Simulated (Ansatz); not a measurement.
A nudged elastic band was laid between two geometries of AlH₆N₂ (9 atoms, charge 0, multiplicity 2).

The calculation used Ansatz 0.2.0, UKS B3LYP-D4/6-31G*.

```yaml
movable_images: 5
climbing_image: from the first iteration
spring: 5.0 eV/Å²
optimiser: fire
start_path: through a guess of the saddle point
force_threshold: 0.05 eV/Å
iteration_limit: 60
end_points: relaxed
```

Initial state:

```xyz
9
Properties=species:S:1:pos:R:3
Al -0.100 0.341 0.590
H -0.750 1.505 1.675
H 1.313 0.730 -0.022
N -1.356 -0.367 -0.481
H -2.338 -0.470 -0.260
H -1.206 -0.538 -1.467
N 0.034 -0.424 2.329
H -0.778 -0.816 2.805
H 0.626 0.037 3.021
```

Final state:

```xyz
9
Properties=species:S:1:pos:R:3
Al 0.299 -0.483 0.305
H 0.446 0.872 2.624
H 1.211 0.788 -0.112
N -1.421 -0.349 -0.341
H -1.979 -1.187 -0.472
H -1.569 0.244 -1.154
N -0.179 0.151 2.261
H -0.254 -0.590 2.957
H -1.110 0.554 2.122
```

(1) What changes between the two ends?

(2) What energy profile does the band end with?

The band took 60 iterations and of the order of 14 core-minutes.

Results:

(1) Bonds broken: Al1–H2. Bonds formed: H2–N7.

(2) It did not converge within its limit. The highest image is number 2 of 0 to 6, 32.4 kJ/mol above the first end and 97.5 kJ/mol above the last; the last end lies 65.1 kJ/mol below the first. The band didn't meet its force threshold, so its energies are provisional: the largest band force was still 0.38 eV/Å, and over the last iterations the top stayed at 0.34 eV. Neighbouring images lie up to 1.7 Å apart, so the band is torn or far too coarse. Inner images lie below an end point, which means an intermediate or an end that isn't the lowest structure nearby.

| image | path coordinate (Å) | energy (kJ/mol) | Al1–H2 (Å) | H2–N7 (Å) |
| --- | --- | --- | --- | --- |
| 0 | 0.00 | 0.0 | 1.72 | 2.18 |
| 1 | 1.70 | -21.8 | 2.60 | 1.02 |
| 2 | 3.40 | 32.4 | 2.84 | 1.02 |
| 3 | 4.63 | 29.2 | 2.84 | 1.02 |
| 4 | 5.90 | 26.0 | 2.67 | 1.02 |
| 5 | 7.19 | -38.9 | 2.70 | 1.02 |
| 6 | 8.49 | -65.1 | 2.69 | 1.02 |

Run time: 14 min on 1 thread of Arm Neoverse V1 (shared host), peak memory 0.15 GiB.
